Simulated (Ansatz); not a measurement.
# Si2N (quartet): wave-function methods side by side, def2-TZVPP

An exercise on one series of results from a longer session: the logs are not shown, and one member is left open.

The runs use Ansatz 0.2.0, Gaussian basis; def2-TZVPP, core rule «outside noble gas», up to 11 orbitals frozen.

Plan: UHF; ROHF; CCSD(T) on UHF.

2 further runs of the same task are left out: 2 set aside as unsound or not needed.

## The system

The geometry is a PBE0/def2-TZVP stationary point (not a proven minimum) of the parent state, kept for this charge and spin.

3 atoms, charge 0, spin multiplicity 4.

Atoms are counted from 1 here; the program's logs count them from 0.

Bond lengths: N1–Si2 1.607 Å, Si2–Si3 2.274 Å. Angles: N1–Si2–Si3 180.0°.

As a file:

```
N     0.00000    0.00000   -1.82913
Si    0.00000    0.00000   -0.22253
Si    0.00000    0.00000    2.05167
```

Set-up of the first run:

in.yaml

```yaml
crystal:
  periodic: [false, false, false]
  atoms:
    - {symbol: N, position_ang: [0.000000, 0.000000, -1.829133]}
    - {symbol: Si, position_ang: [0.000000, 0.000000, -0.222533]}
    - {symbol: Si, position_ang: [0.000000, 0.000000, 2.051667]}
basis:
  gaussian: {orbitals: def2-TZVPP}
magnetization: {spin_polarized: true, initial_magnetization: 3}
hamiltonian: {xc: hf}
output: {orbitals: {seedname: orbitals}}
```

Run with:

```sh
$ ansatz run in.yaml --threads 1 --pin off --events-out ev --progress --plain --max-ram 4096MiB --backend cpu
```

Among the steps run: UHF; ROHF; CCSD(T) on UHF.

One of the session's tables, all rows but one given; the rest of the session is left out.

```
  method  from UCCSD(T) (meV)
    ROHF                    ?
     UHF             +10357.4
    UMP2              +1751.5
   UCCSD               +580.8
UCCSD(T)                    0
```

Estimate the missing values for ROHF.

The run gave: from UCCSD(T) (meV): +10742.3. In the column «from UCCSD(T) (meV)» it is the highest.
